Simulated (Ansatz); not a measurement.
## Four-centre ligand exchange

Start structure (SiNH₇S, closed shell), relaxed at PBE0-D4/def2-TZVP:

| atom | x (Å) | y (Å) | z (Å) |
| --- | --- | --- | --- |
| Si1 | -1.3749 | 0.1925 | 0.1014 |
| N2 | -0.1520 | -0.9807 | 0.4612 |
| H3 | -1.1320 | 0.6820 | -1.2794 |
| H4 | -2.7770 | -0.3125 | 0.1670 |
| H5 | -1.2305 | 1.2953 | 1.0827 |
| H6 | 1.7100 | 0.1261 | 0.0224 |
| S7 | 2.7940 | 0.8640 | -0.3132 |
| H8 | -0.0574 | -1.2829 | 1.4197 |
| H9 | -0.0554 | -1.7741 | -0.1554 |
| H10 | 2.2753 | 1.1902 | -1.5064 |

The step: SiNH₅ ([NH2][SiH3]) + H₂S → SiH₄S ([SiH3][SH]) + NH₃; bonds formed: Si1–S7, N2–H6; bonds broken: Si1–N2, H6–S7. Program: Ansatz 0.2.0. Basis: def2-TZVPP and def2-QZVPP. Cores are frozen in the correlated methods. Extrapolation: Hartree–Fock as exp(−7.88 √X), correlation as X^−2.97. Energies below are by CCSD(T) at an estimated basis limit (MP2 extrapolated from triple and quadruple zeta, plus CCSD(T) − MP2 in triple zeta).

Problem. What are the electronic barrier and the energy of the step, from the start structure to the end structure? (To be estimated.)

Solution. The calculation gives: Barrier 0.942 eV; step energy -0.187 eV (downhill); reverse barrier, their difference, 1.129 eV. Barrier and step energy count from the start structure, the reverse barrier from the end structure.

The saddle point: One imaginary mode of 239i cm⁻¹.
```json
{"pair": "Si1–S7", "start (Å)": "4.24", "saddle (Å)": "2.87", "end (Å)": "2.14"}
{"pair": "N2–H6", "start (Å)": "2.21", "saddle (Å)": "1.13", "end (Å)": "1.01"}
{"pair": "Si1–N2", "start (Å)": "1.73", "saddle (Å)": "1.86", "end (Å)": "2.84"}
{"pair": "H6–S7", "start (Å)": "1.35", "saddle (Å)": "1.87", "end (Å)": "3.19"}
```

Zero-point energy (harmonic, PBE0-D4): ZPE is 1.841 eV at the start and 1.895 eV at the saddle, so the barrier goes from 0.942 to 0.996 eV.

No T1 diagnostic of these runs exceeds 0.011.

Labels in which every atom is bracketed show which atoms are joined, not bond orders.

For scale, one of the runs: CCSD(T)/def2-TZVPP, 213 basis functions, launched by `ansatz run in.yaml --threads 4 --pin off --events-out ev --progress --plain --max-ram 9574MiB`. Hardware: 4 CPU threads of an Arm Neoverse V1, shared host. Wall time 39 s; peak host memory 2.8 GiB.
